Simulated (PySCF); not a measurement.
# SO2 (SMILES O=S=O) at 5 levels

We compute a comparison of 5 runs (B2PLYP/STO-3G, UPBE0/STO-3G, wB97X-V/STO-3G, CCSD(T)/STO-3G, FCI/STO-3G) of SO2. 

The calculation is run with PySCF 2.14.0.

14 further runs of the same task are left out: 7 that didn't finish, 7 set aside as unsound or not needed.

**1. The system as given**

The species is SO2 (3 atoms), meant as a singlet with charge 0. As SMILES, `O=S=O`. The S2–O3 distance was set to 2.147 Å, away from the relaxed value.

Bond lengths: O1–S2 1.431 Å. A long bond or contact: S2–O3 2.147 Å.

**2. The energy at B2PLYP/STO-3G (run 1)**

Input file geometry.xyz:

```xyz
3

O     -1.192110     1.326229    -0.502475
S      0.051830     1.037709     0.143825
O      0.704900    -1.003280     0.272720
```

Input file input.py:

```python
from pyscf import gto, dft, mp

mol = gto.M(
    atom='geometry.xyz',
    charge=0,
    max_memory=1860,
    spin=0,
    basis='sto-3g',
    verbose=4,
)

mf = dft.RKS(mol)
mf.xc = '0.53*HF + 0.47*B88, 0.73*LYP'
mf.grids.level = 5
mf.conv_tol = 1e-10
mf.kernel()
if not mf.converged:
    mf = mf.newton().run(mf.mo_coeff, mf.mo_occ)

pt = mp.MP2(mf, frozen=7).run()
e_final = mf.e_tot + 0.27 * pt.e_corr
print('PT2 part  %.8f' % (0.27 * pt.e_corr))
print('E(%s) = %.9f' % ('B2PLYP', e_final))
```

Run with:

```bash
$ OMP_NUM_THREADS=1 python input.py
```

Standard output:

```text
PySCF version 2.14.0

[INPUT] num. atoms = 3
[INPUT] num. electrons = 32
[INPUT] charge = 0
[INPUT] spin (= nelec alpha-beta = 2S) = 0
[INPUT] symmetry False subgroup None
[INPUT] Mole.unit = angstrom
[INPUT] Symbol           X                Y                Z      unit          X                Y                Z       unit  Magmom
[INPUT]  1 O     -1.192110000000   1.326229000000  -0.502475000000 AA   -2.252761410355   2.506209588456  -0.949540134441 Bohr   0.0
[INPUT]  2 S      0.051830000000   1.037709000000   0.143825000000 AA    0.097944505036   1.960985806996   0.271789859866 Bohr   0.0
[INPUT]  3 O      0.704900000000  -1.003280000000   0.272720000000 AA    1.332067945206  -1.895924426254   0.515366108691 Bohr   0.0

[... 81 lines left out ...]
SCF not converged.
SCF energy = -541.440178477979
[... 55 lines left out ...]
converged SCF energy = -541.440178481359
[... 1 line left out ...]
******** <class 'pyscf.mp.mp2.RMP2'> ********
nocc = 9, nmo = 12
frozen orbitals 7
E(RMP2) = -541.66842149927  E_corr = -0.228243017911302
E(SCS-RMP2) = -541.671559504965  E_corr = -0.231381023606316
E_corr(same-spin) = -0.0490506898699004
E_corr(oppo-spin) = -0.179192328041402
PT2 part  -0.06162561
E(B2PLYP) = -541.501804096
```

It took 6 s on 1 thread of AMD EPYC 9R45 (Zen 5), shared host; peak memory 0.21 GiB.

**3. A single-point energy at UPBE0/STO-3G (run 2)**

Input file job.py:

```python
from pyscf import gto, dft

mol = gto.Mole()
mol.atom = '''
O     -2.252761     2.506210    -0.949540
S      0.097945     1.960986     0.271790
O      1.332068    -1.895924     0.515366
'''
mol.max_memory = 1860
mol.spin = 0
mol.unit = 'bohr'
mol.charge = 0
mol.basis = 'sto-3g'
mol.verbose = 3
mol.build()

mf = dft.UKS(mol)
mf.xc = 'pbe0'
mf.grids.level = 5
mf.conv_tol = 1e-10
mf.kernel()
if not mf.converged:
    mf = mf.newton().run(mf.mo_coeff, mf.mo_occ)
for _ in range(3):
    mo, _, stable, _ = mf.stability(return_status=True)
    if stable:
        break
    mf.kernel(mf.make_rdm1(mo, mf.mo_occ))

e_tot = mf.e_tot
print('E = %.10f Eh' % e_tot)
```

Run with:

```bash
$ OMP_NUM_THREADS=1 python job.py
```

Standard output:

```text
SCF not converged.
SCF energy = -536.823970803232 after 50 cycles  <S^2> = 0.00046128262  2S+1 = 1.0009221
converged SCF energy = -541.67218203389  <S^2> = 1.4379403  2S+1 = 2.5984151
<class 'pyscf.soscf.newton_ah.SecondOrderUKS'> wavefunction is stable in the internal stability analysis
E = -541.6721820339 Eh
```

It took 32 s on 1 thread of AMD EPYC 9R45 (Zen 5), shared host; peak memory 0.35 GiB.

**4. A single-point energy at wB97X-V/STO-3G (run 3)**

Input file job.py:

```python
from pyscf import gto, dft

mol = gto.M(
    atom='''
O     -2.252761     2.506210    -0.949540
S      0.097945     1.960986     0.271790
O      1.332068    -1.895924     0.515366
''',
    unit='bohr',
    max_memory=1860,
    verbose=3,
    basis='sto-3g',
)

mf = dft.RKS(mol)
mf.xc = 'wb97x-v'
mf.grids.level = 5
mf.conv_tol = 1e-10
mf.nlcgrids.level = 1
mf.kernel()
if not mf.converged:
    mf = mf.newton().run(mf.mo_coeff, mf.mo_occ)

energy = mf.e_tot
print('Final energy', energy)
```

Run with:

```bash
$ OMP_NUM_THREADS=1 python job.py
```

Standard output:

```text
SCF not converged.
SCF energy = -539.917518914509

WARN: NLC contribution in gen_response is NOT included

WARN: NLC contribution in gen_response is NOT included

WARN: NLC contribution in gen_response is NOT included

WARN: NLC contribution in gen_response is NOT included

WARN: NLC contribution in gen_response is NOT included

WARN: NLC contribution in gen_response is NOT included

WARN: NLC contribution in gen_response is NOT included

WARN: NLC contribution in gen_response is NOT included

WARN: NLC contribution in gen_response is NOT included

WARN: NLC contribution in gen_response is NOT included

converged SCF energy = -541.74675465097
Final energy -541.7467546509698
```

It took 70 s on 1 thread of AMD EPYC 9R45 (Zen 5), shared host; peak memory 0.23 GiB.

Run 4 isn't shown in full; the table further down has it.

**5. The energy at FCI/STO-3G (run 5)**

Input file input.py:

```python
from pyscf import gto, mcscf
from pyscf import fci

system = gto.M(
    atom=[
    ('O', (-1.192110, 1.326229, -0.502475)),
    ('S', (0.051830, 1.037709, 0.143825)),
    ('O', (0.704900, -1.003280, 0.272720)),
],
    spin=0,
    charge=0,
    basis='sto-3g',
    verbose=3,
    max_memory=1860,
)

myscf = system.RHF()
myscf.conv_tol = 1e-10
myscf.kernel()
if not myscf.converged:
    myscf = myscf.newton().run(myscf.mo_coeff, myscf.mo_occ)

cas = mcscf.CASCI(myscf, myscf.mo_coeff.shape[-1] - 7, (system.nelec[0] - 7, system.nelec[1] - 7))  # full CI above the frozen core
cas.fcisolver = fci.direct_spin0.FCI(system)  # even spin states alone
cas.kernel()
print('<S^2> = %.4f' % cas.fcisolver.spin_square(cas.ci, cas.ncas, cas.nelecas)[0])
e_tot = cas.e_tot
print('E(%s) = %.9f' % ('FCI', e_tot))
```

Run with:

```bash
$ OMP_NUM_THREADS=1 python input.py
```

Standard output:

```text
converged SCF energy = -540.568138951262
CASCI E = -540.834881304468  E(CI) = -68.8480976628534  S^2 = 0.0000000
<S^2> = 0.0000
E(FCI) = -540.834881304
```

Wall time 0.9 s (1 thread of AMD EPYC 9R45 (Zen 5), shared host); peak memory 0.13 GiB.

**6. Overview of the runs**

| run | level | frozen core orbitals | follow instability | energy (Eh) | dipole moment (D) of the reference | HOMO energy (eV) | LUMO energy (eV) | wall time |
| --- | --- | --- | --- | --- | --- | --- | --- | --- |
| 1 | B2PLYP/STO-3G | 7 | – | -541.501804 | 1.76 | -4.34 | 0.68 | 6 s |
| 2 | UPBE0/STO-3G | – | yes | -541.672182 | 0.80 | -3.12 | 1.30 | 32 s |
| 3 | wB97X-V/STO-3G | – | – | -541.746755 | 1.50 | -4.90 | 1.58 | 70 s |
| 4 | CCSD(T)/STO-3G | 7 | – | -540.708454 | 1.56 | -7.26 | 3.85 | 0.7 s |
| 5 | FCI/STO-3G | 7 | – | -540.834881 | 1.56 | -7.26 | 3.85 | 0.9 s |

**7. Summary of results**

```
                                          quantity          value
                               run 5: total energy  -540.83488 Eh
       run 5: dipole moment (Hartree–Fock density)         1.56 D
        run 5: HOMO energy (Hartree–Fock orbitals)       -7.26 eV
        run 5: LUMO energy (Hartree–Fock orbitals)        3.85 eV
      run 5: HOMO–LUMO gap (Hartree–Fock orbitals)       11.11 eV
run 5: correlation energy (7 core orbitals frozen)     -266.7 mEh
```

**Reading.** Against full CI in this basis: CCSD(T) +126.4 mEh. Over runs 1, 2, 3 the dipole moment (its size) runs from 0.80 D (UPBE0/STO-3G) to 1.76 D (B2PLYP/STO-3G). A double hybrid's value is that of its SCF part. Over runs 1, 2, 3 the HOMO–LUMO gap runs from 4.43 eV (UPBE0/STO-3G) to 6.48 eV (wB97X-V/STO-3G). Totals of different functionals can't be ranked against each other. In run 4 the T1 diagnostic is large, so a single reference may not serve. In runs 1, 2, 3, 4, 5 the basis is minimal, so the values are rough. Spin contamination of the reference: run 2 ⟨S²⟩ = 1.44. Where it is this large, the reference is a mixture of spin states, and values that rest on it are in doubt. All runs together took 1.8 min, the longest 70 s.
